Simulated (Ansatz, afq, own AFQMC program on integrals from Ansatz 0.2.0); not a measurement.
# H$_{3}$, doublet: AFQMC among the cluster methods

```xyz
3

H     0.0000    0.0000   -0.9523
H     0.0000    0.0000    0.0187
H     0.0000    0.0000    0.9337
```

Basis cc-pVTZ. Only valence electrons are correlated. AFQMC by an in-house program on the Cholesky factors that Ansatz 0.2.0 writes for its CCSD(T) run. ph-AFQMC/CISD is guided by a CISD state made of CCSD amplitudes; releasing the constraint for a short imaginary time cuts its bias at the price of noise, slowly where states lie close. ± is one standard error of the sampling.

Determinant: UHF, the one that the program's search chose, which needn't be the lowest solution. The geometry is a point of a scan.

Full CI on the same integrals is exact in this basis and with this determinant's frozen core.

- T1 diagnostic: 0.0217
- weight of the determinant in the CISD state: 0.967
- ⟨S²⟩ of the determinant: 0.788
- size of the correlated space: 3 electrons in 42 orbitals

Q: Estimate: order these by the size of their error in total energy against full CI, smallest first.
A. MP2
B. CCSD(T)
C. AFQMC with the constraint released
D. CCSD

A: C (0.00 ± 0.005 mEh), B (0.12 mEh), D (0.57 mEh), A (13.12 mEh).

Reference: full CI, correlation energy -1.398 eV. The released energy is read at 2.40 1/Eh (meV from the phaseless value at times in 1/Eh: -0.10 ± 0.12 at 0.24, -0.48 ± 0.10 at 0.51, -0.57 ± 0.12 at 0.99, -0.95 ± 0.17 at 1.62, -0.66 ± 0.14 at 2.40).

A walk keeps the symmetry of its determinant, which the program's search chose and which needn't be the lowest solution, so a lower state of the same spin and another symmetry isn't excluded. Released energies are given only where the last usable release times agree within the noise; a slower fall can still hide under it.
